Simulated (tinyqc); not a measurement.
UKS/LDA (VWN5) in the sto-6g basis, for BH, spin multiplicity 3, step by step. One step of it, computed by the program tinyqc.

Question. Iteration 2: diagonalisation and new density. Diagonalise F' = X^T F X, C = X C', fill 4 alpha and 2 beta electrons from the bottom; D(s) = C_occ C_occ^T. Each column has its largest component positive (the first on a tie).

extrapolated F(alpha) (hartree), order 1B 1s, 1B 2s, 1B 2px, 1B 2py, 1B 2pz, 2H 1s:
```
[[-6.213085, -1.832019, 0.000000, 0.000000, 0.003604, -0.457861],
 [-1.832019, -0.779928, 0.000000, 0.000000, -0.020060, -0.367141],
 [0.000000, 0.000000, -0.008081, 0.001127, 0.000000, 0.000000],
 [0.000000, 0.000000, 0.001127, -0.011634, 0.000000, 0.000000],
 [0.003604, -0.020060, 0.000000, 0.000000, -0.067918, -0.213240],
 [-0.457861, -0.367141, 0.000000, 0.000000, -0.213240, -0.193863]]
```

extrapolated F(beta) (hartree), order 1B 1s, 1B 2s, 1B 2px, 1B 2py, 1B 2pz, 2H 1s:
```
[[-6.175746, -1.808055, 0.000000, 0.000000, -0.005397, -0.453516],
 [-1.808055, -0.658876, 0.000000, 0.000000, -0.082608, -0.344526],
 [0.000000, 0.000000, 0.107627, -0.006320, 0.000000, 0.000000],
 [0.000000, 0.000000, -0.006320, 0.118097, 0.000000, 0.000000],
 [-0.005397, -0.082608, 0.000000, 0.000000, 0.049783, -0.207375],
 [-0.453516, -0.344526, 0.000000, 0.000000, -0.207375, -0.178648]]
```

X, order 1B 1s, 1B 2s, 1B 2px, 1B 2py, 1B 2pz, 2H 1s:
```
[[1.029088, -0.150451, 0.000000, 0.000000, -0.011905, 0.024831],
 [-0.150451, 1.158477, 0.000000, 0.000000, 0.132019, -0.343729],
 [0.000000, 0.000000, 1.000000, 0.000000, 0.000000, 0.000000],
 [0.000000, 0.000000, 0.000000, 1.000000, 0.000000, 0.000000],
 [-0.011905, 0.132019, 0.000000, 0.000000, 1.133334, -0.348430],
 [0.024831, -0.343729, 0.000000, 0.000000, -0.348430, 1.259457]]
```

Give: F' = X^T F X; orbital energies; coefficients C; F' = X^T F X; orbital energies; coefficients C; D(alpha) after iteration 2; D(beta) after iteration 2.

Answer.

F' = X^T F X (alpha) (hartree):
```
[[-6.051, -0.992, 0.000, 0.000, -0.013, -0.069],
 [-0.992, -0.315, 0.000, 0.000, 0.102, -0.267],
 [0.000, 0.000, -0.008, 0.001, 0.000, 0.000],
 [0.000, 0.000, 0.001, -0.012, 0.000, 0.000],
 [-0.013, 0.102, 0.000, 0.000, 0.073, -0.280],
 [-0.069, -0.267, 0.000, 0.000, -0.280, 0.091]]
```

orbital energies (alpha) (hartree): [-6.220, -0.322, -0.129, -0.012, -0.008, 0.469]

coefficients C (alpha), order 1B 1s, 1B 2s, 1B 2px, 1B 2py, 1B 2pz, 2H 1s:
```
[[0.990, -0.238, 0.165, 0.000, 0.000, 0.136],
 [0.038, 0.693, -0.650, 0.000, 0.000, -0.772],
 [0.000, 0.000, 0.000, -0.279, 0.960, 0.000],
 [0.000, 0.000, 0.000, 0.960, 0.279, 0.000],
 [0.004, 0.158, 0.672, 0.000, 0.000, -0.973],
 [-0.010, 0.436, 0.364, 0.000, 0.000, 1.226]]
```

F' = X^T F X (beta) (hartree):
```
[[-6.016, -0.989, 0.000, 0.000, -0.014, -0.069],
 [-0.989, -0.193, 0.000, 0.000, 0.045, -0.261],
 [0.000, 0.000, 0.108, -0.006, 0.000, 0.000],
 [0.000, 0.000, -0.006, 0.118, 0.000, 0.000],
 [-0.014, 0.045, 0.000, 0.000, 0.203, -0.296],
 [-0.069, -0.261, 0.000, 0.000, -0.296, 0.104]]
```

orbital energies (beta) (hartree): [-6.181, -0.274, 0.026, 0.105, 0.121, 0.528]

coefficients C (beta), order 1B 1s, 1B 2s, 1B 2px, 1B 2py, 1B 2pz, 2H 1s:
```
[[0.991, -0.198, -0.214, 0.000, 0.000, 0.125],
 [0.035, 0.540, 0.825, 0.000, 0.000, -0.726],
 [0.000, 0.000, 0.000, 0.905, -0.425, 0.000],
 [0.000, 0.000, 0.000, 0.425, 0.905, 0.000],
 [0.006, 0.257, -0.555, 0.000, 0.000, -1.024],
 [-0.010, 0.527, -0.366, 0.000, 0.000, 1.189]]
```

D(alpha) after iteration 2, order 1B 1s, 1B 2s, 1B 2px, 1B 2py, 1B 2pz, 2H 1s:
```
[[1.064, -0.234, 0.000, 0.000, 0.078, -0.054],
 [-0.234, 0.904, 0.000, 0.000, -0.327, 0.066],
 [0.000, 0.000, 0.078, -0.268, 0.000, 0.000],
 [0.000, 0.000, -0.268, 0.922, 0.000, 0.000],
 [0.078, -0.327, 0.000, 0.000, 0.477, 0.313],
 [-0.054, 0.066, 0.000, 0.000, 0.313, 0.323]]
```

D(beta) after iteration 2, order 1B 1s, 1B 2s, 1B 2px, 1B 2py, 1B 2pz, 2H 1s:
```
[[1.021, -0.072, 0.000, 0.000, -0.045, -0.114],
 [-0.072, 0.292, 0.000, 0.000, 0.139, 0.284],
 [0.000, 0.000, 0.000, 0.000, 0.000, 0.000],
 [0.000, 0.000, 0.000, 0.000, 0.000, 0.000],
 [-0.045, 0.139, 0.000, 0.000, 0.066, 0.136],
 [-0.114, 0.284, 0.000, 0.000, 0.136, 0.278]]
```
